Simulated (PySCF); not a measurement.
silicon monoxide cation (OSi), SMILES O=[Si] (connectivity only; charge and spin as stated), charge +1, multiplicity 2. Atoms are numbered in the order given.

```xyz
2

Si     0.0000     0.0000    -0.5537
O      0.0000     0.0000     0.9690
```
Charge +1, spin multiplicity 2.

The structure is a stationary point at B3LYP-D3(BJ)/def2-TZVPD. The spin state was assumed, not searched.

Calculation: B3LYP/pcH-1 in PySCF.

Unrestricted Kohn–Sham, ⟨S²⟩ = 0.758. Hyperfine tensors hold the contact and dipolar terms, without spin-orbit corrections.

Computed hyperfine couplings:
```tsv
nucleus	A(iso) (MHz)	A(iso) (G)	dipolar principal values (MHz)
29Si no. 1	-488.9	-174.4	-148.3, 74.1, 74.1
17O no. 2	-20.4	-7.3	-168.8, 84.4, 84.4
```
